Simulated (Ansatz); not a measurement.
C8H18 can be A, `CC[C@@H](C)[C@H](C)CC`, or B, `CCC(C)CC(C)C`.

Isolated molecules relaxed with PBE0-D4/def2-TZVP in Ansatz; ΔE leaves out vibrations. CBS: MP2 limit from def2 TZ/QZ plus the TZ coupled-cluster correction, frozen cores. DFT in def2-TZVPP. B3LYP here is the variant with VWN-RPA as its local correlation; programs differ in this. One conformer a species, not always the lowest.

A:

```xyz
26

C    -2.0220    1.7612   -0.7087
C    -0.5320    1.9715   -0.5002
C     0.3322    0.7251   -0.6921
C     1.8019    1.0900   -0.5261
C    -0.1034   -0.4623    0.1848
C    -0.0327   -0.1620    1.6765
C     0.6702   -1.7321   -0.1709
C     0.0415   -3.0096    0.3604
H    -2.4584    1.1198    0.0604
H    -2.5586    2.7125   -0.6811
H    -2.2227    1.2962   -1.6786
H    -0.3538    2.3901    0.4970
H    -0.1771    2.7330   -1.2036
H     0.1894    0.3968   -1.7319
H     2.4631    0.2473   -0.7359
H     2.0145    1.4394    0.4881
H     2.0726    1.8986   -1.2100
H    -1.1540   -0.6618   -0.0621
H    -0.4183   -0.9969    2.2647
H     0.9966    0.0171    1.9989
H    -0.6230    0.7175    1.9426
H     0.7459   -1.8001   -1.2626
H     1.6979   -1.6537    0.2008
H     0.6018   -3.8893    0.0350
H    -0.9861   -3.1199    0.0020
H     0.0145   -3.0284    1.4524
```

B:

```xyz
26

C     2.274   -0.175   -2.009
C     1.475    0.266   -0.794
C    -0.039    0.166   -0.959
C    -0.543    1.022   -2.113
C    -0.778    0.554    0.320
C    -0.458   -0.241    1.583
C    -1.283    0.287    2.749
C    -0.689   -1.734    1.397
H     3.346   -0.165   -1.798
H     2.106    0.476   -2.870
H     2.006   -1.193   -2.306
H     1.781   -0.341    0.063
H     1.733    1.302   -0.537
H    -0.280   -0.880   -1.193
H    -1.631    0.958   -2.199
H    -0.119    0.715   -3.071
H    -0.286    2.075   -1.955
H    -0.588    1.618    0.519
H    -1.858    0.474    0.133
H     0.598   -0.089    1.833
H    -1.039   -0.234    3.678
H    -2.353    0.148    2.561
H    -1.111    1.355    2.907
H    -0.036   -2.159    0.633
H    -0.505   -2.277    2.328
H    -1.724   -1.931    1.098
```

Question: Which isomer does CCSD(T)/CBS put lower? Give the gap. (Estimate.)

Answer: The calculation gave: B, by 5.9 kJ/mol.

Question: Give E(B) − E(A) in kJ/mol with CCSD(T)/def2-SVP, LDA (SPW92), MP2/def2-TZVPP, B2PLYP, HF/def2-TZVPP, PBE0-D4, B3LYP-D4. (Best estimate.)

Answer: Ansatz gave: CCSD(T)/def2-SVP -5.8, LDA (SPW92) -4.8, MP2/def2-TZVPP -5.5, B2PLYP -7.7, HF/def2-TZVPP -10.9, PBE0-D4 -5.9, B3LYP-D4 -5.8. None reverses the order clearly.

Largest T1 diagnostic: 0.009.

In def2-TZVPP, CCSD(T) changes the Hartree–Fock value by +5.2 kJ/mol (the triples alone add +0.7 kJ/mol) and MP2 by +5.4 kJ/mol. Leaving LDA and LC-ωPBE aside and taking each functional with its dispersion term where it has one, the values, not all of them listed here, spread over 2.7 kJ/mol, from B2PLYP to revPBE-D4. LDA lies +3.1 kJ/mol from PBE without D4.
